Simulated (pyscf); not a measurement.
Thermochemistry of product channels of F–SiH₂–SiH₃ (SMILES F[SiH2][SiH3]) on the singlet surface, in eV, from ωB97M-D3(BJ)/def2-TZVP energies (ideal gas, 1 atm, RRHO with modes under 100 cm⁻¹ raised to 100, one conformer, R ln 2 for rigid chiral ones). Optimised with ωB97X-D3(BJ)/def2-SVP in PySCF.

```csv
products,ΔE,ΔH(298 K),ΔG(298 K),ΔG(600 K)
F–Si:–SiH₃ (SMILES F[Si][SiH3]) [singlet] + H₂ (SMILES [H][H]),+2.22,+2.09,+1.69,+1.28
F–SiH=SiH₂ (SMILES F[SiH]=[SiH2]) + H₂ (SMILES [H][H]),+2.51,+2.37,+1.99,+1.58
F–SiH₂–SiH: (SMILES F[SiH2][SiH]) [singlet] + H₂ (SMILES [H][H]),+2.48,+2.33,+1.96,+1.57
```

These are energies of the channels, which say nothing of barriers.
